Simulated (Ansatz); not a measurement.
# C4H9FO: basis-set convergence

One table from this session's results is given with a row withheld; the runs are named, their logs left out.

Program: Ansatz 0.2.0, Gaussian basis. Level of theory: one geometry, several basis sets. These are calculated values, not measurements.

Plan: PBE0-D4/def2-SVP; ωB97M-V/def2-SVP; PBE0-D4/def2-QZVPP; ωB97M-V/def2-QZVPP; the functionals' def2-TZVPP values are taken from earlier runs.

## The relaxed structure

All runs share one geometry, relaxed beforehand with PBE0-D4 in a triple-zeta def2 set.

15 atoms, charge 0, spin multiplicity 1.

Atoms are counted from 1 here; the program's logs count them from 0.

Bond lengths: C1–C2 1.506 Å, C1–H7 1.092 Å, C1–H8 1.092 Å, C1–H9 1.092 Å, C2–O3 1.408 Å, C2–H10 1.101 Å, C2–H11 1.101 Å, O3–C4 1.399 Å, C4–C5 1.510 Å, C4–H12 1.100 Å, C4–H13 1.100 Å, C5–F6 1.381 Å, C5–H14 1.093 Å, C5–H15 1.093 Å. Angles: C2–C1–H7 110.3°, C2–C1–H8 110.6°, C2–C1–H9 110.6°, H7–C1–H8 108.5°, H7–C1–H9 108.5°, H8–C1–H9 108.3°, C1–C2–O3 108.8°, C1–C2–H10 110.7°, C1–C2–H11 110.7°, O3–C2–H10 109.7°, O3–C2–H11 109.7°, H10–C2–H11 107.1°, C2–O3–C4 112.9°, O3–C4–C5 107.3°, O3–C4–H12 111.2°, O3–C4–H13 111.2°, C5–C4–H12 109.7°, C5–C4–H13 109.7° and more.

As a file:

```
C    -1.30278   -0.53113    1.97386
C    -1.13831   -0.28267    0.49716
O     0.21460    0.00257    0.23218
C     0.46411    0.24721   -1.12228
C     1.93918    0.53605   -1.26211
F     2.22722    0.78072   -2.59049
H    -2.34599   -0.75510    2.20616
H    -1.00208    0.34763    2.54740
H    -0.68891   -1.37575    2.29227
H    -1.45274   -1.16363   -0.08302
H    -1.76638    0.56079    0.17210
H     0.19627   -0.62277   -1.74046
H    -0.11864    1.10674   -1.48609
H     2.21842    1.41711   -0.67815
H     2.53412   -0.31865   -0.92923
```

The first run:

File in.yaml:

```yaml
crystal:
  periodic: [false, false, false]
  atoms:
    - {symbol: C, position_ang: [-1.302775, -0.531130, 1.973865]}
    - {symbol: C, position_ang: [-1.138309, -0.282671, 0.497162]}
    - {symbol: O, position_ang: [0.214602, 0.002566, 0.232177]}
    - {symbol: C, position_ang: [0.464107, 0.247207, -1.122283]}
    - {symbol: C, position_ang: [1.939181, 0.536049, -1.262114]}
    - {symbol: F, position_ang: [2.227218, 0.780717, -2.590491]}
    - {symbol: H, position_ang: [-2.345991, -0.755102, 2.206160]}
    - {symbol: H, position_ang: [-1.002077, 0.347628, 2.547404]}
    - {symbol: H, position_ang: [-0.688912, -1.375752, 2.292273]}
    - {symbol: H, position_ang: [-1.452737, -1.163634, -0.083020]}
    - {symbol: H, position_ang: [-1.766380, 0.560788, 0.172102]}
    - {symbol: H, position_ang: [0.196268, -0.622772, -1.740465]}
    - {symbol: H, position_ang: [-0.118638, 1.106740, -1.486090]}
    - {symbol: H, position_ang: [2.218419, 1.417113, -0.678149]}
    - {symbol: H, position_ang: [2.534122, -0.318649, -0.929231]}
basis:
  gaussian: {orbitals: def2-SVP}
hamiltonian: {xc: pbe0, dispersion: d4}
output: {orbitals: {seedname: orbitals}}
```

The run is started by

```bash
$ ansatz run in.yaml --threads 8 --pin off --events-out ev --progress --plain --max-ram 18278MiB
```

Among the steps run: PBE0-D4 in def2-SVP; ωB97M-V in def2-SVP; PBE0-D4 in def2-QZVPP; ωB97M-V in def2-QZVPP.

One of the session's tables, all rows but one given; the rest of the session is left out.

It belongs to the step «Functionals by basis». 

```
functional       basis  HOMO (eV)  LUMO (eV)
   PBE0-D4    def2-SVP          ?          ?
   PBE0-D4  def2-TZVPP      -7.67       1.18
   PBE0-D4  def2-QZVPP      -7.70       0.72
   ωB97M-V    def2-SVP      -9.96       3.48
   ωB97M-V  def2-TZVPP     -10.10       2.63
   ωB97M-V  def2-QZVPP     -10.14       1.87
```

Estimate the missing values for PBE0-D4, def2-SVP.

As computed: HOMO (eV): -7.54; LUMO (eV): 1.79. In the column «HOMO (eV)» it is the highest.
